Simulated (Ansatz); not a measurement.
All numbers were calculated with Ansatz.

A structure relaxed at PBE0-D4/def2-TZVP, charge 0, multiplicity 2:

```xyz
5

O     0.1278    0.0008   -1.3024
C    -0.0300   -0.0053   -0.0086
F     1.1154    0.2024    0.7257
H    -0.7571    0.7818    0.2783
H    -0.4561   -0.9797    0.3069
```

Q: Give its formula and SMILES.

A: CH2FO, `[O]CF`.

Q: Point group (tolerance 0.08 Å, 0.16 Å for H)?

A: Cs.

Q: Summarise the bond lengths by kind.

A: 1 × C–O 1.303 Å; 1 × C–F 1.376 Å; 2 × C–H 1.109 Å.
